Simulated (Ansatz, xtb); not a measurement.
## Loss of C2H2: C5H6 → C3H4 + C2H2

Species: C5H6 (Cyclopropylacetylene) `C#CC1CC1`, singlet; C3H4 (allene) `C=C=C`, singlet; C2H2 (acetylene) `C#C`, singlet. 

Shapes, held fixed at every level: PBE0-D4/def2-TZVP. Programs: Ansatz 0.2.0, xtb 6.7.1. The zero-point and thermal change to 298 K, harmonic and unscaled (PBE0-D4/def2-TZVP), is -17.0 kJ/mol.

| level | kind | ΔH(298 K) (kJ/mol) | less CCSD(T)/CBS estimate | CPU time (sum over the molecules) |
| --- | --- | --- | --- | --- |
| GFN0-xTB | semi-empirical | +69.6 | -51.7 | 0.12 s |
| B3LYP-D4/def2-TZVPP | global hybrid | +107.7 | -13.6 | 16 s |
| wB97M-V/def2-TZVPP | range-separated hybrid | +127.4 | +6.1 | 43 s |
| wB97X-V/def2-TZVPP | range-separated hybrid | +145.6 | +24.3 | 30 s |
| B2PLYP/def2-TZVPP | double hybrid | +111.2 | -10.1 | 21 s |
| MP2/def2-SVP | perturbation theory | +161.0 | +39.7 | – |
| CCSD/def2-SVP | coupled cluster or CI | +136.4 | +15.1 | – |
| CCSD(T)/def2-TZVPP | coupled cluster or CI | +121.4 | +0.1 | 5.3 min |
| CCSD(T)/CBS estimate | coupled cluster or CI | +121.3 | 0.0 | 14 min |

The highest level, CCSD(T)/CBS estimate, gives ΔH(298 K) = +121.3 kJ/mol; the levels span +69.6 to +161.0. The column of differences is taken from that level and isn't an error. No measured value is set beside it here. The CBS estimate extrapolates MP2 from def2-TZVPP and def2-QZVPP and adds CCSD(T) − MP2 in the triple-zeta set, cores frozen. Times are processor times on shared x86 and Arm servers, and rough.
